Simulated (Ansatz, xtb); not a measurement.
## A geometry optimisation of CH2AlS with r2SCAN-D4/def2-SVP

The starting geometry of this gas-phase doublet was built from a drawn formula by distance geometry and a force field; its bonds are those of `[CH][AlH][S]`.

```yaml
atoms:
  - { symbol: C, position_ang: [-1.0635, -0.3205, -0.2598] }
  - { symbol: Al, position_ang: [-0.4338, 1.1874, -1.3736] }
  - { symbol: S, position_ang: [1.7610, 1.7024, -1.4186] }
  - { symbol: H, position_ang: [-1.8092, 0.0183, 0.4737] }
  - { symbol: H, position_ang: [-1.4736, 2.1007, -2.1863] }
```

Problem. Predict what it relaxes into with r2SCAN-D4/def2-SVP.

Solution. It rearranges to `[CH]1[AlH][S]1`. Contacts that close: C1–S3 (3.66 → 1.83 Å).

The energy falls by 2.24 eV over 14 steps:

```csv
step,E − E(last) (eV)
1,2.242
2,1.986
4,1.806
5,1.747
7,1.518
8,1.299
10,0.412
11,0.061
13,0.001
14,0.000
```

Final geometry (Å):

```yaml
atoms:
  - { symbol: C, position_ang: [-0.7435, 0.3238, -0.2557] }
  - { symbol: Al, position_ang: [-0.8549, 1.5055, -1.6507] }
  - { symbol: S, position_ang: [0.9712, 0.8448, -0.6327] }
  - { symbol: H, position_ang: [-0.9204, -0.3868, 0.5537] }
  - { symbol: H, position_ang: [-1.4716, 2.4009, -2.7791] }
```

From the same start GFN2-xTB reaches the same bonding as this run.

No frequencies were run, so the end isn't proven a minimum. Open shells are spin-unrestricted. Run with Ansatz 0.2.0, 5.5 min on 1 thread of AMD EPYC (Zen 3), on a shared host.
